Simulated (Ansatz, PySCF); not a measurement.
This PySCF input computes a SVWN5/def2-TZVPD energy:

```python
from pyscf import gto, scf, dft

mol = gto.M(
    atom='''
    O    -0.05310982    0.04475927   -1.62689354
    C     0.01301331   -0.00671820   -0.39864864
    S    -0.01737407    0.00595007    1.09879365
    H     0.62478378   -0.41296608   -2.17365816
    ''',
    basis='def2-tzvpd',
    charge=1,
    spin=0,
    verbose=4,
)

mf = dft.RKS(mol, xc='svwn').density_fit(auxbasis='def2-universal-jkfit')
mf.grids.level = 3
mf.conv_tol = 1e-9
mf.max_cycle = 100
mf.max_memory = 1500
mf.kernel()
if not mf.converged:
    mf = mf.newton()
    mf.kernel(mf.make_rdm1())
mf.analyze()
```

Task: Write an input for the same energy in Ansatz (a first-principles code) and say what it gives.

Result: 
Ansatz 0.2 input:
```yaml
crystal:
  periodic: [false, false, false]
  atoms:
    - {symbol: O, position_ang: [-0.05310982, 0.04475927, -1.62689354]}
    - {symbol: C, position_ang: [0.01301331, -0.00671820, -0.39864864]}
    - {symbol: S, position_ang: [-0.01737407, 0.00595007, 1.09879365]}
    - {symbol: H, position_ang: [0.62478378, -0.41296608, -2.17365816]}
basis:
  gaussian:
    orbitals: def2-TZVPD
hamiltonian:
  xc: {name: SVWN5}
total_charge: 1
output: {forces: true}
```
It gives -509.60335 Eh, and PySCF -509.60339 Eh, a difference of 0.04 mEh, from the treatment of integrals and grids.

It need not be the lowest isomer of its formula.
